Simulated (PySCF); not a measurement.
**What an electron can do to BH**

PBE0 in PySCF with def2-TZVP on every atom, for the lowest determinant that a PBE0 search found; no spin–orbit coupling.

| species | state (unpaired electrons) | Re (Å) | ωe (cm⁻¹) | energy of the minimum from the neutral (eV) | De (eV) | dissociates to |
| --- | --- | --- | --- | --- | --- | --- |
| BH | singlet (closed shell) | 1.241 | 2329 | 0.00 | 3.49 | B + H |
| BH⁺ | doublet (σ ↑) | 1.208 | 2534 | 9.51 | 2.62 | B⁺ + H |

Q: Work out the lowest energy to break BH into atoms, from its vibrational ground state.

A: D0 = De − ωe/2 = 3.49 − 0.14 = 3.35 eV (PBE0/def2-TZVP).

Q: Work out the ionisation energy of the B atom at this level and the threshold of dissociative ionisation.

A: IE(B) = 9.51 + 2.62 − 3.49 = 8.64 eV, so B⁺ + H + e⁻ appears at D0 + IE(B) = 11.99 eV (PBE0/def2-TZVP). The measured IE(B) is 8.298 eV (NIST ASD).

These are thermodynamic thresholds; the onsets seen under electron impact lie higher where the geometry changes, and cross-sections peak well above them.

For an ion De counts to the pair picked by the measured ionisation energies or electron affinities, which need not be the lowest pair at this level. States were picked by a PBE0 search and need not be the measured ground states.
